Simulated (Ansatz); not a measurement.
Worked example: correlation energy of H2Si–AlH2⁺, singlet

Geometry: that of the H2Si–AlH2, doublet, kept fixed.

```yaml
atoms:
  - { symbol: Si, position_ang: [0.0000, -0.0707, 1.2015] }
  - { symbol: Al, position_ang: [0.0000, 0.0325, -1.2382] }
  - { symbol: H, position_ang: [1.2043, 0.4912, 1.8823] }
  - { symbol: H, position_ang: [-1.2043, 0.4912, 1.8823] }
  - { symbol: H, position_ang: [0.0000, 1.4238, -2.0084] }
  - { symbol: H, position_ang: [0.0000, -1.3073, -2.0883] }
```

Basis cc-pVDZ; Ansatz 0.2.0. Only valence electrons are correlated (noble-gas cores frozen), which leaves 10 electrons in 46 orbitals. R marks a restricted (for open shells ROHF) determinant.

Full CI isn't at hand for all of this; RCCSDT(Q) serves as the reference, and is uncertain by the last step of the cluster series or more.

RCCSD has a T1 diagnostic of 0.017 and a largest doubles amplitude of 0.06.

Runs differ by some tens of microhartree through their thresholds, so steps under 0.03 kcal/mol mean nothing.

| level | total energy (hartree) |
| --- | --- |
| RHF | -532.841411 |
| RMP2 | -532.983690 |
| RCCSD | -533.026457 |
| RCCSD(T) | -533.030335 |
| RCCSDT | -533.031435 |
| RCCSDT(Q) | -533.031595 |

Problem. What is the correlation energy at RCCSDT(Q), and what share of it do RMP2 and RCCSDT recover?

Solution. E(corr) = -533.031595 − (-532.841411) = -0.190184 hartree = -5.175 eV. RMP2: -0.142279 / -0.190184 = 74.81 %. RCCSDT: -0.190024 / -0.190184 = 99.92 %.

Problem. By how many kcal/mol does RCCSD(T) miss RCCSDT(Q) (1 hartree = 627.509 kcal/mol), and which steps make up the rest?

Solution. -533.030335 − (-533.031595) = 0.001260 hartree = 0.79 kcal/mol. Steps: RCCSDT − RCCSD(T) = -0.69, RCCSDT(Q) − RCCSDT = -0.10 kcal/mol. That is within 1 kcal/mol of the reference in this basis, which itself misses far more of the correlation at the basis-set limit.
